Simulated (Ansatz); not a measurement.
## What a trial cell of Rh2C relaxes into

Theory: DFT PBE, scalar-relativistic, plane waves, PAW (Ansatz 0.2.0). Cutoff 420 eV, Γ-centred k mesh, Gaussian smearing, no spin polarisation in the final step.

The start puts Rh2C on the cadmium chloride structure type (R-3m, No. 166), with C in place of Cd, Rh in place of Cl, at a guessed volume.

```
CELL_PARAMETERS angstrom
1.48672 0.85836 4.49027
-1.48672 0.85836 4.49027
0.00000 -1.71671 4.49027
ATOMIC_POSITIONS crystal
Rh 0.75000 0.75000 0.75000
Rh 0.25000 0.25000 0.25000
C 0.00000 0.00000 0.00000
```

Cell and atoms relax at zero pressure; the relaxation can't lower the symmetry of the start. After a coarse first stage the cell is made exact in the group found at 0.06 Å.

Energies over the elements count from the elements' standard structures at the same level, with no empirical corrections.

(1) Which crystal results?

(2) What are its volume, energy, density and gap?

Results:

(1) It keeps R-3m (No. 166). The result has the cadmium chloride structure. Conventional cell: a = 3.135 Å, c = 12.576 Å. Rh is coordinated by 3 C at 2.08 Å; C is coordinated by 6 Rh at 2.08 Å.

Space group R-3m:H (No. 166). a = 3.135 Å, b = 3.135 Å, c = 12.576 Å, α = 90.00°, β = 90.00°, γ = 120.00°
| atom | site | symmetry | x | y | z |
| --- | --- | --- | --- | --- | --- |
| Rh | 6c | 3m | 0.0000 | 0.0000 | 0.7478 |
| C | 3a | -3m | 0.0000 | 0.0000 | 0.0000 |

(2) The volume per atom is 11.90 Å³ and the density is 10.13 g/cm³. The energy over the elements is 0.26 eV/atom and the gap on the 18×18×18 mesh is 0 eV (a metal).

The final run used a 18×18×18 mesh on its 3-atom cell and 0.10 eV smearing. The k mesh leaves about 4 meV/atom of noise in metals. Symmetry constrained the relaxation, so the result can be a saddle point.

Cost: 3 runs of about 0.89 core-minutes in all, on Intel Xeon 6975P-C (Granite Rapids) (shared hosts).